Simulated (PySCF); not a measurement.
**Dipole moment and polarisability across levels of theory**

Species: C2H3B.
SMILES: `BC#C`

PySCF, dipoles from the SCF density, polarisabilities from static response with core orbitals frozen. Geometry: PBE0-D3(BJ)/def2-SVP; no solvent, vibrations or thermal averaging.

Q: Compare the levels for these properties.

A: 

```tsv
level	μ (D)	α (Å³)	anisotropy (Å³)
LDA/def2-SVPD	1.098	6.02	4.87
PBE/def2-SVPD	1.102	5.93	4.81
B3LYP/def2-SVPD	1.030	5.80	4.58
PBE0/def2-SVPD	1.013	5.74	4.53
BHandHLYP/def2-SVPD	0.946	5.62	4.30
CAM-B3LYP/def2-SVPD	0.968	5.71	4.40
wB97X-D/def2-SVPD	0.939	5.74	4.33
LC-wPBE/def2-SVPD	0.894	5.54	4.20
HF/def2-SVPD	0.871	5.47	3.97
PBE0/6-31G*	1.149	4.42	5.54
PBE0/def2-SVP	1.048	4.74	5.43
PBE0/6-31+G*	1.054	5.05	5.46
PBE0/aug-cc-pVDZ	0.978	5.85	4.60
PBE0/def2-TZVP	1.006	5.42	4.99
PBE0/def2-TZVPD	0.989	5.87	4.53
PBE0/aug-cc-pVTZ	0.984	5.89	4.55
```

The anisotropy is √(½[(α1 − α2)² + (α2 − α3)² + (α3 − α1)²]). The dipole runs from 0.87 D (HF/def2-SVPD) to 1.15 D (PBE0/6-31G*). No reference polarisability is at hand; against PBE0 in the largest diffuse basis at hand (aug-cc-pVTZ) the other PBE0 rows deviate by 6-31G* -25%, def2-SVP -20%, 6-31+G* -14%, def2-SVPD -3%, aug-cc-pVDZ -1%, def2-TZVP -8%, def2-TZVPD 0%. In one basis (def2-SVPD) the functionals order the polarisability from HF (lowest) to LDA (highest), a spread of 10%. With PBE0 the polarisability is 4.86 Å³ without diffuse functions (mean of 6-31G*, def2-SVP and def2-TZVP) and 5.68 Å³ with them (mean of 6-31+G*, def2-SVPD, aug-cc-pVDZ, def2-TZVPD and aug-cc-pVTZ).
